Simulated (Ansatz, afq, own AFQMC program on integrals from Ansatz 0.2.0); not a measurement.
Two steps: Ansatz 0.2.0 writes the Fock matrix and Cholesky factors of the valence space, and afq projects on them the lowest state that overlaps trial and start.

```yaml
crystal:
  periodic: [false, false, false]
  atoms:
    - {symbol: Si, position_ang: [0.000000, 0.000000, 0.000000]}
    - {symbol: H, position_ang: [0.000000, 0.000000, 2.487000]}
basis:
  gaussian: {orbitals: cc-pVTZ}
magnetization: {spin_polarized: false, initial_magnetization: 1}
correlation: {method: ccsd_t, electrons: outside_noble_gas, hamiltonian_folder: ham}
```

```sh
$ ansatz run in.yaml --threads 1 --pin off --events-out ev --progress --plain --max-ram 16896MiB --backend cuda --devices 0, --max-vram 18GiB
```

afq runs on the folder ham with

```
--method phaseless --trial cisd --walkers 4000 --populations 20 --least-time 60 --time-step 0.005 --steps-per-block 50 --equilibration-blocks 40 --max-blocks 4000 --target-error 0.00027 --factor-cut 1e-05 --start spin_pure --seed 8711 --release-times 0.24,0.51,0.99,1.62,2.4 --release-step 0.03 --release-every 3 --taylor-order 6
```

Times are imaginary, in 1/Eh. The walk had a cap of 130 s. With eight or more populations the least sampling time is a fifth of least-time, and the error comes from their spread.

Output of the walk:

```
orbitals 43  electrons 3 2  factors 260 of 276
reference energy -289.34337655 Eh
CCSD correlation -0.12291502 Eh in 15 cycles, weight of the determinant in the CISD state 0.8450
energy of the start -289.466287 Eh
 block  time / (1/Eh)  mean weight  energy / Eh
     1     0.250  1.0001  -289.465787
     2     0.500  0.9999  -289.466181
     3     0.750  0.9999  -289.466827
     4     1.000  0.9998  -289.467546
     5     1.250  1.0000  -289.468245
     8     2.000  1.0000  -289.470452
    11     2.750  1.0001  -289.471193
    17     4.250  1.0001  -289.471642
    23     5.750  1.0001  -289.471839
    29     7.250  1.0000  -289.471763
    35     8.750  1.0000  -289.471921
    41    10.250  0.9999  -289.472577
    47    11.750  0.9997  -289.472314
    53    13.250  1.0000  -289.471970
    59    14.750  1.0004  -289.472061
    63    15.750  1.0000  -289.472910
    65    16.250  1.0000  -289.472701
    71    17.750  1.0000  -289.471334
    77    19.250  0.9998  -289.471724
    83    20.750  1.0001  -289.472136
    89    22.250  1.0000  -289.472060
error from the spread of 20 populations
released: time / (1/Eh)  energy / Eh  error  mean overlap
  0.24  -289.472194  0.000096  0.9990
  0.51  -289.472500  0.000113  0.9997
  0.99  -289.470445  0.002225  0.9994
  1.62  -289.472864  0.000059  0.9986
  2.40  -289.473152  0.000091  0.9969
energy -289.472075 +/- 0.000123 Eh
(rows thinned)
```

The run passed its tests (sampling time, drift between the halves within three errors, error under three times the target), which doesn't prove that it has relaxed.

Against this walk (error 3.3 meV) on the same determinant: CCSD(T) 0.3 meV higher (within the noise), CCSDT(Q) 45.1 meV lower, CCSDTQ 46.1 meV lower, full CI 46.2 meV lower. The error is statistical and leaves out the bias of the constraint. The released energies have errors that jump between times, so the bars are unsure (meV from the phaseless value at times in 1/Eh: -3 ± 3 at 0.24, -12 ± 3 at 0.51, 44 ± 61 at 0.99, -21.5 ± 1.6 at 1.62, -29.3 ± 2.5 at 2.40), so they give no level; they do show a bias of the constraint, and the last of them that isn't too noisy lies 17 meV above full CI. Full CI is exact here, so the walk's 46 meV above it is the walk's own error: the bias of the constraint with this trial.

Cautions: constraint bias not in the error; a spin-contaminated unrestricted determinant lies lower (UHF 664 meV lower, ⟨S²⟩ 1.43); strong correlation (T1 0.051, weight of the determinant 0.85, largest double 0.25).

The walk took 54 s on 1 × NVIDIA H100 80GB HBM3 with 2 threads of AMD EPYC 7R13 Processor (Zen 3) (shared host) (the card was shared). The log's last line is the phaseless energy.

CCSDT and higher add their correlation energy to the determinant of the CCSD(T) run, since their own runs factorise the integrals more tightly (a shift of under 2 meV). A walk keeps the symmetry of its determinant, which the program's search chose and which needn't be the lowest solution, so a lower state of the same spin and another symmetry isn't excluded.
